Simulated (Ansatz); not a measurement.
## Tetradymite Bi2Se3

Level of theory: r²SCAN in Ansatz (PAW).

Cell: relaxed at this level.

| Item | Value |
|---|---|
| interlayer binding energy | 4.8 meV/Å² |
| layer repeat distance | 10.072 Å |
| gap between the layers | 3.092 Å |

Note: the cell comes from a level without a dispersion term, which matters for the spacing of layers, chains or molecules.

Spin–orbit coupling is not included; it can shift volumes and moduli of such heavy elements.

Ansatz is a first-principles code.
